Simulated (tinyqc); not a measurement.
Ways to converge the cycle: SCF convergence aids in the sto-3g basis, for HF, spin multiplicity 1. Computed by the program tinyqc with PySCF. RHF with one setting changed at a time; a run stops when the energy changes by less than 1e-09 hartree and the error matrix is below 1e-5. The start is random orbitals. Damping d keeps d of the old density; a shift (hartree) raises the virtual levels; DIIS n extrapolates F over n matrices.

Geometry (angstrom):
```
atom       x       y       z
F     0.0000  0.0000  0.0000
H     0.0000  0.0000  0.9230
```

lowest restricted solution found by these runs and by PySCF = -98.571392 hartree

Largest element of the error matrix X^T (FDS - SDF) X:
```
iteration    plain  damping 0.3  damping 0.6  shift 0.4   DIIS 3   DIIS 8
1          1.1e+01      1.1e+01      1.1e+01    1.1e+01  1.1e+01  1.1e+01
2          5.2e-01      3.5e+00      6.9e+00    5.5e-01  5.2e-01  5.2e-01
3          1.1e-01      1.1e+00      4.2e+00    3.3e-01  1.0e-01  1.0e-01
4          4.7e-02      3.4e-01      2.5e+00    1.5e-01  4.0e-02  4.0e-02
5          2.5e-02      1.1e-01      1.5e+00    7.9e-02  8.4e-03  6.4e-03
6          1.3e-02      3.7e-02      9.2e-01    5.3e-02  7.9e-04  6.6e-04
8          3.3e-03      1.6e-02      3.4e-01    2.2e-02  3.3e-06  3.0e-06
10         8.8e-04      7.1e-03      1.2e-01    9.4e-03        -        -
14         6.1e-05      1.3e-03      1.7e-02    1.6e-03        -        -
20               -      1.1e-04      4.4e-03    1.1e-04        -        -
30               -            -      5.0e-04          -        -        -
45               -            -      1.9e-05          -        -        -
```

How each run ends:
```
run          iterations  E (hartree)         state
plain                17   -98.571392  lowest found
damping 0.3          26   -98.571392  lowest found
damping 0.6          49   -98.571392  lowest found
shift 0.4            26   -98.571392  lowest found
DIIS 3                9   -98.571392  lowest found
DIIS 8                9   -98.571392  lowest found
```

What does the comparison show, and why?

6 of 6 runs reach the lowest restricted solution found, in 9 to 49 iterations (fastest: DIIS 3, DIIS 8). Plain steps already contract here, so damping only slows them. DIIS 3 and DIIS 8 gain by cancelling the error over several earlier matrices, much as a quasi-Newton step does.
